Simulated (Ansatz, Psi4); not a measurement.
## Exact exchange and the HOMO–LUMO gap of MgO (magnesium oxide)

MgO has 2 atoms, charge 0, and is taken as a singlet. As SMILES, `[O]=[Mg]`. Geometry: relaxed at PBE0-D4/def2-TZVP.

The HOMO–LUMO gap y, in eV, basis aug-cc-pVTZ; a is the functional's share of exact exchange. Programs: Ansatz 0.2.0, Psi4 1.11.

| functional | program | a | y (eV) |
| --- | --- | --- | --- |
| BLYP | Psi4 | 0 | 0.52 |
| revPBE | Psi4 | 0 | 0.53 |
| B3LYP | Psi4 | 0.2 | 2.12 |
| r2SCAN0 | Ansatz | 0.25 | 2.69 |
| PBE0 | Psi4 | 0.25 | ? |
| BHLYP | Psi4 | 0.5 | 4.52 |

Question: Fit y = c + s·a to the known rows and predict PBE0.

Answer: 
1. Means of the 5 rows: a = 0.1900, y = 2.076.
2. Σ(Δa)² = 0.172, Σ(Δa·Δy) = 1.3843, so the slope is 1.3843/0.172 = 8.0483.
3. Intercept: 2.076 − (8.0483) × 0.1900 = 0.547. The largest residual of the fit is 0.13.
4. PBE0: 0.547 + (8.0483) × 0.25 = 2.56 eV.

The run gave 2.51 eV, so the prediction is off by +0.05 eV, within the largest residual. Exact exchange lowers occupied levels and raises empty ones.
